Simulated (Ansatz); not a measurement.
1T (CdI2-type) PtSe2, treated with PBEsol (plane waves, PAW; Ansatz, an electronic-structure program).

Question: What does this level give for the interlayer binding energy, layer repeat distance and gap between the layers?

Answer: 
- interlayer binding energy = 11.9 meV/Å²
- layer repeat distance = 4.863 Å
- gap between the layers = 2.327 Å

Note: the cell comes from a level without a dispersion term, which matters for the spacing of layers, chains or molecules.

Spin–orbit coupling is not included.
